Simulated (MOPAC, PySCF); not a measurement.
C4H8, SMILES `C=C(C)C`, neutral singlet in the gas phase. 

Cartesian coordinates (Å):
```xyz
12

C      1.5306    -0.1540     0.1064
C      0.2160    -0.0217     0.0150
C     -0.4493     1.3190    -0.0517
C     -0.7046    -1.2029    -0.0286
H      1.9991    -1.1288     0.1540
H      2.1850     0.7078     0.1372
H     -1.0315     1.4164    -0.9716
H     -1.1503     1.4445     0.7774
H      0.2745     2.1314    -0.0156
H     -1.4150    -1.1703     0.8014
H     -1.2962    -1.1984    -0.9476
H     -0.1583    -2.1431     0.0237
```
Charge 0, multiplicity 1.

All levels are single points at this geometry (CAM-B3LYP-D3(BJ)/def2-TZVP); Pople sets use spherical d functions. Orbital energies aren't observables, and empty levels follow the basis.

```tsv
level	HOMO (eV)	LUMO (eV)	gap (eV)	dipole (D)	vertical IE, Delta-SCF (eV)
CAM-B3LYP-D3(BJ)/def2-TZVP in PySCF	-8.39	1.72	10.11	0.56	9.32
PBE-D3(BJ)/def2-TZVP in PySCF	-5.95	-0.44	5.51	0.58	9.22
TPSSh-D3(BJ)/def2-TZVP in PySCF	-6.42	0.16	6.58	0.54	9.16
B3LYP/6-31G* in PySCF	-6.54	0.94	7.48	0.51	9.11
BP86/6-31G* in PySCF	-5.72	-0.01	5.71	0.55	–
PBE/6-31G* in PySCF	-5.62	0.09	5.71	0.55	9.05
SVWN5/6-31G* in PySCF	-5.72	-0.07	5.65	0.60	9.25
HF/6-31G* in PySCF	-9.36	5.23	14.58	0.46	7.91
AM1 in MOPAC	-9.78	1.34	11.12	0.37	–
```
